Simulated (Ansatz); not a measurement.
The input, for Ansatz 0.2.0:

```yaml
crystal:
  periodic: [false, false, false]
  atoms:
    - {symbol: Sn, position_ang: [0.000000, 0.000000, 0.000000]}
    - {symbol: H, position_ang: [0.000000, 0.000000, 3.045000]}
basis:
  gaussian: {orbitals: def2-SVP, fitting: {mean_field: def2-universal-jkfit}, point_charges: [{charge: -0.50, position_ang: [4.299, 0.911, 0.893]}]}
total_charge: 1
magnetization: {spin_polarized: true, initial_magnetization: 2}
correlation: {method: ccsdt, electrons: outside_noble_gas}
accuracy: high
```

```sh
$ ansatz run in.yaml --threads 1 --pin off --events-out ev --progress --plain --max-ram 2393MiB
```

The program prints:

```
236 factors; integrals over basis functions are off by at most 5.9e-1 eV
mean field evaluation 1: about -5812.9930 eV, gradient 5.5e0 eV
mean field evaluation 2: about -5813.4879 eV, gradient 2.2e0 eV
mean field evaluation 4: about -5813.6063 eV, gradient 1.3e-1 eV
mean field evaluation 8: about -5812.9930 eV, gradient 5.5e0 eV
mean field evaluation 16: about -5813.4627 eV, gradient 2.6e0 eV
mean field evaluation 32: about -5813.5426 eV, gradient 4.5e-1 eV
mean field evaluation 64: about -5813.4141 eV, gradient 2.0e0 eV
mean field evaluation 96: about -5804.6859 eV, gradient 1.1e1 eV
mean field evaluation 128: about -5813.4809 eV, gradient 8.2e-4 eV
mean field evaluation 160: about -5800.6065 eV, gradient 2.5e0 eV
mean field -5813.60689765 eV, -213.6461128842 hartree, gradient 2.1e-8 eV, S^2 2.009599; 10 other end points of the search recorded, 0 dependent functions left out
determinant -5813.60689765 eV, -213.6461128842 hartree, with singles and doubles -5814.70277781 eV, -213.6863857374 hartree
determinant -5813.48090184 eV, -213.6414826238 hartree, with singles and doubles -5814.58262178 eV, -213.6819700846 hartree
determinant -5813.29034364 eV, -213.6344797390 hartree, with singles and doubles -5814.39132527 eV, -213.6749400676 hartree
determinant -5813.60689765 eV, -213.6461128842 hartree, with singles and doubles -5814.70349368 eV, -213.6864120453 hartree
determinant -5813.48090184 eV, -213.6414826238 hartree, with singles and doubles -5814.58340294 eV, -213.6819987917 hartree
determinant -5813.29034364 eV, -213.6344797390 hartree, with singles and doubles -5814.39212337 eV, -213.6749693975 hartree
9 core orbitals not correlated: weight in the atoms' cores, before any rotation towards them, 1.000 or more for the frozen orbitals, at most 0.000 for the correlated occupied ones
reference -5813.60689765 eV, -213.6461128842 hartree; 3, 1 occupied and 19, 21 virtual orbitals, 236 factors
second order -0.73970696 eV of doubles, -0.00000000 eV of singles
...
cycle  16  -1.11199931 eV  change   -5.8e-8 eV  update   1.7e-7
cycle  17  -1.11199927 eV  change    3.8e-8 eV  update   5.0e-8
cycle  18  -1.11199930 eV  change   -2.7e-8 eV  update   2.7e-8
cycle  19  -1.11199928 eV  change    1.3e-8 eV  update   1.7e-8
cycle  20  -1.11199928 eV  change    4.7e-9 eV  update   1.4e-8
cycle  21  -1.11199927 eV  change    3.8e-9 eV  update   7.8e-9
cycle  22  -1.11199927 eV  change    2.1e-9 eV  update   5.5e-9
cycle  23  -1.11199927 eV  change   5.0e-10 eV  update   2.0e-9
cycle  24  -1.11199927 eV  change  -2.8e-10 eV  update   1.4e-9
cycle  25  -1.11199927 eV  change  -3.1e-10 eV  update  3.9e-10
Total energy: -5814.71889692 eV, -213.6869781037 hartree
```

Ran on 1 thread of Arm Neoverse V1, shared host: 1.7 s wall, 0.16 GiB peak host memory.
